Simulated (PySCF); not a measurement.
From a log to its input

A PySCF 2.14 run on the atoms H 0 0 0; Cl 0 0 1.39 (angstrom) printed this (some set-up lines and the per-cycle HOMO/LUMO lines with their warnings removed):

```
PySCF version 2.14.0

[INPUT] verbose = 4
[INPUT] num. atoms = 2
[INPUT] num. electrons = 19
[INPUT] charge = -1
[INPUT] spin (= nelec alpha-beta = 2S) = 1
[INPUT] symmetry False subgroup None
[INPUT] Mole.unit = angstrom

nuclear repulsion = 6.47195150046043
number of shells = 19
number of NR pGTOs = 61
number of NR cGTOs = 37
basis = 6-311++g**
ecp = {}

******** <class 'pyscf.dft.uks.UKS'> ********
method = UKS
initial guess = minao
damping factor = 0
level_shift factor = 0
DIIS = <class 'pyscf.scf.diis.CDIIS'>
diis_start_cycle = 1
diis_space = 8
diis_damp = 0
SCF conv_tol = 1e-09
SCF conv_tol_grad = None
SCF max_cycles = 50
direct_scf = True
direct_scf_tol = 1e-13
number electrons alpha = 10  beta = 9
XC library pyscf.dft.libxc version 7.0.0
    S. Lehtola, C. Steigemann, M. J.T. Oliveira, and M. A.L. Marques.,  SoftwareX 7, 1–5 (2018)
XC functionals = pbe0
    C. Adamo and V. Barone.,  J. Chem. Phys. 110, 6158 (1999)
    M. Ernzerhof and G. E. Scuseria.,  J. Chem. Phys. 110, 5029 (1999)
radial grids:
    Treutler-Ahlrichs [JCP 102, 346 (1995); DOI:10.1063/1.469408] (M4) radial grids

becke partition: Becke, JCP 88, 2547 (1988); DOI:10.1063/1.454033
pruning grids: <function nwchem_prune>
grids dens level: 3
symmetrized grids: False
atomic radii adjust function: <function treutler_atomic_radii_adjust>
small_rho_cutoff = 0
Set gradient conv threshold to 3.16228e-05
tot grids = 28688
init E= -460.532844014308

cycle= 1 E= -460.595885049226  delta_E= -0.063  |g|= 0.202  |ddm|= 2.71
cycle= 2 E= -460.599191439523  delta_E= -0.00331  |g|= 0.273  |ddm|= 6.36
cycle= 3 E= -460.640414715633  delta_E= -0.0412  |g|= 0.029  |ddm|= 1.46
cycle= 4 E= -460.641248244707  delta_E= -0.000834  |g|= 0.00751  |ddm|= 0.227
cycle= 5 E= -460.641357241817  delta_E= -0.000109  |g|= 0.00433  |ddm|= 0.228
cycle= 6 E= -460.641380636715  delta_E= -2.34e-05  |g|= 0.000905  |ddm|= 0.0652
cycle= 7 E= -460.641383087882  delta_E= -2.45e-06  |g|= 0.000181  |ddm|= 0.0386
cycle= 8 E= -460.641383144383  delta_E= -5.65e-08  |g|= 4.7e-05  |ddm|= 0.00612
cycle= 9 E= -460.641383148586  delta_E= -4.2e-09  |g|= 1.41e-05  |ddm|= 0.000983
cycle= 10 E= -460.641383148885  delta_E= -2.99e-10  |g|= 1.99e-06  |ddm|= 0.00036
Extra cycle  E= -460.641383148889  delta_E= -4.89e-12  |g|= 1.59e-06  |ddm|= 6.58e-05
converged SCF energy = -460.641383148889  <S^2> = 0.75047442  2S+1 = 2.0004744
**** SCF Summaries ****
Total Energy =                        -460.641383148889474
Nuclear Repulsion Energy =               6.471951500460433
One-electron Energy =                 -652.383197722009868
Two-electron Energy =                  185.269863072659945
Two-electron Coulomb Energy =          213.802517228697695
DFT Exchange-Correlation Energy =      -28.532654156037754
**** MO energy ****
                             alpha | beta                alpha | beta
MO #1   energy= -101.536050280643  | -101.535056764819  occ= 1 | 1
MO #2   energy= -9.34593304842718  | -9.34470816092866  occ= 1 | 1
MO #3   energy= -7.08176559102153  | -7.07961546230453  occ= 1 | 1
MO #4   energy= -7.07363197603789  | -7.07285866511392  occ= 1 | 1
MO #5   energy= -7.07363197603733  | -7.07285866511336  occ= 1 | 1
MO #6   energy= -0.658983190323568 | -0.652251160404631 occ= 1 | 1
MO #7   energy= -0.277520241212408 | -0.265720857037596 occ= 1 | 1
MO #8   energy= -0.154857967466626 | -0.151918472143306 occ= 1 | 1
MO #9   energy= -0.154857967466573 | -0.151918472143227 occ= 1 | 1
MO #10  energy= 0.068497888555149  | 0.144641028350746  occ= 1 | 0
MO #11  energy= 0.181945211192812  | 0.207589573450555  occ= 0 | 0
MO #12  energy= 0.200742709820963  | 0.216036237494249  occ= 0 | 0
MO #13  energy= 0.20187542229102   | 0.216036237494578  occ= 0 | 0
[24 lines left out]

To work with the spin densities directly, `use mulliken_meta_spin()` only printing them here.

 ** Mulliken spin pop alpha/beta on meta-lowdin orthogonal AOs **
 ** Mulliken Spin Density (per AO)  **
 ** Mulliken Spin Density (per atom)  **
spin density of  0 H =      0.80027
spin density of  1 Cl =      0.19973
 ** Mulliken pop alpha/beta on meta-lowdin orthogonal AOs **
 ** Mulliken pop       alpha | beta **
pop of  0 H 1s        0.60053 | 0.34586
pop of  0 H 2s        0.48918 | 0.00339
pop of  0 H 3s        0.05135 | 0.00102
pop of  0 H 4s        0.01022 | 0.00042
pop of  0 H 2px       0.00049 | 0.00045
pop of  0 H 2py       0.00049 | 0.00045
pop of  0 H 2pz       0.00166 | 0.00206
pop of  1 Cl 1s        0.99996 | 0.99996
pop of  1 Cl 2s        0.99985 | 0.99985
pop of  1 Cl 3s        0.96149 | 0.94258
pop of  1 Cl 4s        0.00321 | 0.00202
pop of  1 Cl 5s        0.03137 | 0.00031
[25 lines left out]
In total            10.00000 | 9.00000
 ** Mulliken atomic charges   ( Nelec_alpha | Nelec_beta ) **
charge of  0H =     -0.50758  (     1.15393      0.35365 )
charge of  1Cl =     -0.49242  (     8.84607      8.64635 )

WARN: System has nonzero charge -1; the dipole moment is origin-dependent.
Location of origin: [0. 0. 0.]

Dipole moment(X, Y, Z, Debye):  0.00000, -0.00000, -0.19764
orbital energies (hartree): [array([-0.1549, -0.1549,  0.0685,  0.1819,  0.2007,  0.2019]), array([-0.2657, -0.1519, -0.1519,  0.1446,  0.2076,  0.216 ])]
```

Write the input that gave this log.

The input was:

```python
from pyscf import gto, dft

mol = gto.M(
    atom='H 0 0 0; Cl 0 0 1.39',
    basis='6-311++g**',
    charge=-1,
    spin=1,
    verbose=4,
)
mf = dft.UKS(mol, xc='pbe0')
mf.kernel()
mf.analyze()
print('orbital energies (hartree):', [e[max(0, n-3):n+3].round(4) for e, n in zip(mf.mo_energy, mol.nelec)])
```

The bond length is a typed value, not an optimised one. The dipole of an ion depends on the origin. No search for the lowest solution was made.
